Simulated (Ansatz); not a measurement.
## Worked example: correlation energy of H3Si–PH2, singlet

Geometry: displaced at random from a stationary point.

```xyz
7

Si    0.0497    0.0021    1.1366
P     0.0102    0.0104   -1.1041
H     0.6658   -1.2311    1.6405
H     0.7489    1.1318    1.6587
H    -1.4490   -0.0964    1.5815
H    -0.7624   -1.1107   -1.3254
H    -0.9005    0.9287   -1.2953
```

Basis cc-pVDZ; Ansatz 0.2.0. Only valence electrons are correlated (noble-gas cores frozen), which leaves 14 electrons in 51 orbitals. R marks a restricted (for open shells ROHF) determinant.

Full CI isn't at hand for all of this; RCCSDT(Q) serves as the reference, and is uncertain by the last step of the cluster series or more.

RCCSD has a T1 diagnostic of 0.011 and a largest doubles amplitude of 0.04.

Runs differ by some tens of microhartree through their thresholds, so steps under 0.03 kcal/mol mean nothing.

| level | total energy (hartree) |
| --- | --- |
| RHF | -632.559591 |
| RMP2 | -632.791072 |
| RCCSD | -632.838248 |
| RCCSD(T) | -632.845151 |
| RCCSDT | -632.846227 |
| RCCSDT(Q) | -632.846576 |

What is the correlation energy at RCCSDT(Q), and what share of it do RMP2 and RCCSD(T) recover?

E(corr) = -632.846576 − (-632.559591) = -0.286985 hartree = -7.809 eV. RMP2: -0.231481 / -0.286985 = 80.66 %. RCCSD(T): -0.285560 / -0.286985 = 99.50 %.

By how many kcal/mol does RCCSD(T) miss RCCSDT(Q) (1 hartree = 627.509 kcal/mol), and which steps make up the rest?

-632.845151 − (-632.846576) = 0.001425 hartree = 0.89 kcal/mol. Steps: RCCSDT − RCCSD(T) = -0.68, RCCSDT(Q) − RCCSDT = -0.22 kcal/mol. Differences between like states or geometries often cancel part of this.
